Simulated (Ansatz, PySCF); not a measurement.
Dissociation curve of BeH, doublet.

- ROHF/cc-pVDZ (Ansatz, an electronic-structure program)
- UCCSD = CCSD on UHF/cc-pVDZ, frozen core (Ansatz)
- UKS-B3LYP/6-31G* = PySCF 2.14.0 with unrestricted B3LYP/6-31G*, spherical d
- UKS-LDA (SVWN5)/6-31G* = unrestricted LDA (SVWN5)/6-31G*, spherical d (PySCF)
- UKS-PBE = unrestricted PBE/cc-pVDZ (Ansatz)

Energies are in kcal/mol, each relative to the lowest point of its own curve near equilibrium.

```
R / Å  ROHF  UCCSD  UKS-B3LYP/6-31G*  UKS-LDA (SVWN5)/6-31G*  UKS-PBE
-----  ----  -----  ----------------  ----------------------  -------
1.09   17.4   17.5              16.6                    18.4     17.9
1.14   10.5   10.6              10.0                    11.5     11.1
1.23    3.0    3.2               2.8                     3.7      3.5
1.28    0.9      …               0.9                     1.4      1.3
1.33    0.1    0.1               0.1                       …        …
1.36    0.0    0.0               0.0                     0.0      0.0
1.39    0.2    0.2               0.2                     0.0      0.0
1.43    1.0      …               0.9                     0.5      0.5
1.51    3.6    3.0               3.3                     2.4      2.4
1.57    6.3    5.4               5.8                     4.5      4.5
1.66   11.3    9.6              10.3                     8.5      8.4
1.83   22.4   18.8              19.9                    17.3     17.1
2.07      …   31.0              33.2                    30.0     29.6
2.22      …   36.8              40.1                    37.1     36.4
2.47   51.2   42.7              48.3                    46.2     44.9
2.73   50.5   44.8              53.2                    52.3     50.0
2.96   49.9   45.3              55.5                    55.5     52.2
3.26   49.4   45.3              56.9                    57.8     53.3
3.71   49.0   45.1              57.6                    59.5     53.7
4.08   48.9   45.1              57.8                    60.0     53.8
4.73   48.8   45.0              57.9                    60.5     53.8
5.37   48.8   45.0              57.9                    60.6     53.9
```

Question: Complete the blanks.

Answer: 
- 1.28, UCCSD: 1.1
- 1.33, UKS-LDA (SVWN5)/6-31G*: 0.3
- 1.33, UKS-PBE: 0.2
- 1.43, UCCSD: 0.7
- 2.07, ROHF: 39.4
- 2.22, ROHF: 51.1

The unrestricted determinant behind UCCSD is spin-contaminated at 2.07 to 5.37 Å (<S²> up to 1.0, against 0.75 for a pure doublet).
